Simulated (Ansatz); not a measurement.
C3H4F2O, SMILES `CC(F)(F)C=O`. Total charge 0; spin multiplicity 1. The structure was optimised at the PBE0-D4/def2-TZVP level. It is one conformer, not always the lowest.

```xyz
10

C     0.155   -0.066   -1.185
C    -0.352    0.353    0.155
F    -0.132    1.682    0.367
F    -1.701    0.169    0.245
C     0.256   -0.375    1.358
O     1.089   -1.224    1.265
H    -0.043   -1.125   -1.340
H    -0.348    0.521   -1.954
H     1.231    0.100   -1.240
H    -0.155   -0.033    2.330
```

**Question.** What is the dipole moment at r2SCAN/def2-TZVPP? (An estimate is asked.)

**Answer.** Ansatz gave: 0.83 D, with components (-0.13, 0.19, -0.79) D in this frame, pointing from negative to positive charge.

**Question.** And with PBE, B3LYP, ωB97M-V? (An estimate is asked.)

**Answer.** Computed: PBE 0.82 D, B3LYP 0.79 D, ωB97M-V 0.77 D.

**Question.** Give the Mulliken charges with r2SCAN, ωB97M-V, PBE in def2-TZVPP. (Estimate.)

**Answer.** Ansatz gave: 
```
atom  r2SCAN  ωB97M-V    PBE
  C1   -0.14    -0.29  -0.26
  C2    0.41     0.37   0.35
  F3   -0.20    -0.19  -0.16
  F4   -0.20    -0.19  -0.16
  C5    0.13     0.07   0.04
  O6   -0.26    -0.24  -0.19
  H7    0.07     0.12   0.10
  H8    0.07     0.12   0.10
  H9    0.07     0.12   0.10
 H10    0.06     0.11   0.07
```

B3LYP here is the variant with VWN-RPA as its local correlation; programs differ in this.
